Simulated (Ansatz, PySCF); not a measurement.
Molecule: CH2O2, charge 0, multiplicity 1. SMILES: O=CO
Geometry from a B3LYP-D3(BJ)/def2-TZVP (Ansatz, a program for electronic structure) optimisation:
```
C
O 1 1.1967
O 1 1.3439 2 125.18
H 3 0.9719 1 107.71 2 0.00
H 1 1.0974 2 125.25 3 -180.00
```

Harmonic wavenumbers (cm⁻¹) at HF/6-31G* (Ansatz, at its own minimum) and at B3LYP-D3(BJ)/def2-TZVP (PySCF, at the structure above). 6-31G* holds six Cartesian d functions. Modes are numbered in rising order, 9 in all, and paired by that order; shown are modes over 250 cm⁻¹ that lie over 6 % from every other mode at both levels, one of each degenerate set, at most eight drawn at random. The second level is harmonic too, so this factor is not the one that brings values to measured fundamentals.

| mode | HF/6-31G* (x) | B3LYP-D3(BJ)/def2-TZVP (y) |
|---|---|---|
| 3 | 1192 | 1054 |
| 4 | 1274 | 1123 |
| 6 | 1552 | 1404 |
| 7 | 2034 | 1818 |
| 8 | 3320 | 3047 |
| 9 | 4041 | 3704 |

**Question.** Fit one scale factor, y = λ·x, by least squares, and use it for mode 5, which lies at 1440 cm⁻¹ at HF/6-31G*.

**Answer.** λ = Σxy/Σx² = 33647794/36941881 = 0.9108; the rows scatter about it by 28 cm⁻¹ (root mean square). Prediction for mode 5: 1312 cm⁻¹. The wavenumber at B3LYP-D3(BJ)/def2-TZVP is 1301 cm⁻¹, so the fit misses by +11 cm⁻¹, against +139 cm⁻¹ without it. The fit is meant for this molecule alone.
